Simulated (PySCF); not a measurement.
**C2H6O**

The system: C2H6O, a small molecule; neutral, singlet. The structure, one conformer, was relaxed in the gas phase by PBE0-D3(BJ)/def2-SVP. No frequency run checks that it is a minimum.

SMILES: CCO

| atom | x (Å) | y (Å) | z (Å) |
| --- | --- | --- | --- |
| C1 | -0.485 | -0.472 | -0.141 |
| C2 | 0.830 | 0.227 | 0.144 |
| O3 | -1.604 | 0.283 | 0.242 |
| H4 | -0.541 | -1.412 | 0.432 |
| H5 | -0.533 | -0.760 | -1.212 |
| H6 | 0.899 | 0.498 | 1.209 |
| H7 | 0.924 | 1.153 | -0.447 |
| H8 | 1.688 | -0.415 | -0.110 |
| H9 | -1.586 | 1.108 | -0.253 |

Shieldings: GIAO PBE0/pcSseg-2. Shifts are against computed references at the same level: C TMS (σ 184.1 ppm), H TMS (σ 31.24 ppm). Core levels by delta-SCF with SCAN, pcX-2 on the ionised atom and pcseg-1 elsewhere, spin-free X2C; from the vacuum level, for chosen atoms.

Give the NMR and core-level values of the distinct atoms.


| atoms | bonded to | σ (ppm) | δ (ppm) | core level (eV) |
| --- | --- | --- | --- | --- |
| C1 | 1 C + 1 O + 2 H | 121.3 | 62.9 | 1s 292.27 |
| C2 | 1 C + 3 H | 161.6 | 22.5 | 1s 290.85 |
| O3 | 1 C + 1 H | 281.6 | - | 1s 538.78 |
| H4 | 1 C | 27.75 | 3.50 | - |
| H5 | 1 C | 27.51 | 3.74 | - |
| H6 H7 H8 | 1 C | 30.12 | 1.12 | - |
| H9 | 1 O | 31.51 | -0.26 | - |

Values are those of this one static structure, with the three H of a rotating XH3 group averaged; atoms that internal rotation interchanges would show their mean in an NMR spectrum.

Which of C1, C2 holds its core electrons tightest, and by how much against the loosest?

C1 (bonded to 1 C + 1 O + 2 H), by 1.43 eV over C2 (bonded to 1 C + 3 H).

By CAM-B3LYP/def2-SVPD (TDDFT singlets, Tamm-Dancoff triplets, ionisation by delta-SCF), where does absorption start, and what does vertical ionisation take?

The lowest singlet lies at 7.04 eV (f 0.009), the strongest of the first 6 at 9.06 eV (f 0.060), the lowest triplet at 6.73 eV; vertical ionisation takes 10.71 eV.
